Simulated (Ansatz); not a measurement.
Input file:

```yaml
crystal:
  periodic: [false, false, false]
  atoms:
    - {symbol: H, position_ang: [-2.071653, 0.049803, 0.000000]}
    - {symbol: H, position_ang: [-1.037653, 0.049803, 0.000000]}
    - {symbol: O, position_ang: [0.169347, 0.049803, 0.000000]}
    - {symbol: H, position_ang: [0.421206, -0.890147, 0.000000]}
basis:
  gaussian: {orbitals: 6-31G}
magnetization: {spin_polarized: true, initial_magnetization: 1}
hamiltonian: {xc: {name: PBE}}
correlation: {method: rpa, electrons: outside_noble_gas}
```

```sh
$ ansatz run in.yaml --threads 1 --pin off --events-out ev --progress --plain --max-ram 2393MiB
```

Log:

```
171 factors; integrals over basis functions are off by at most 6.8e-4 eV
mean field evaluation 1: about -2084.9709 eV, gradient 3.4e1 eV
mean field evaluation 2: about -2084.9610 eV, gradient 3.5e1 eV
mean field evaluation 4: about -2089.1829 eV, gradient 6.0e0 eV
mean field evaluation 8: about -2089.5096 eV, gradient 1.8e-1 eV
mean field evaluation 16: about -2089.5097 eV, gradient 4.7e-6 eV
mean field evaluation 32: about -2089.5103 eV, gradient 2.2e-1 eV
mean field evaluation 64: about -2089.5097 eV, gradient 4.6e-6 eV
mean field -2089.50973253 eV, -76.7880663499 hartree, gradient 4.6e-6 eV, S^2 0.755908; 4 other end points of the search recorded, 0 dependent functions left out
1 core orbitals not correlated: weight in the atoms' cores, before any rotation towards them, 1.000 or more for the frozen orbitals, at most 0.000 for the correlated occupied ones
reference -2079.72644790 eV, -76.4285372711 hartree; 5, 4 occupied and 9, 10 virtual orbitals, 171 factors
Total energy: -2085.86809366 eV, -76.6542385897 hartree
```

Ran on 1 thread of Arm Neoverse V1, shared host: 0.9 s wall, 0.12 GiB peak host memory.
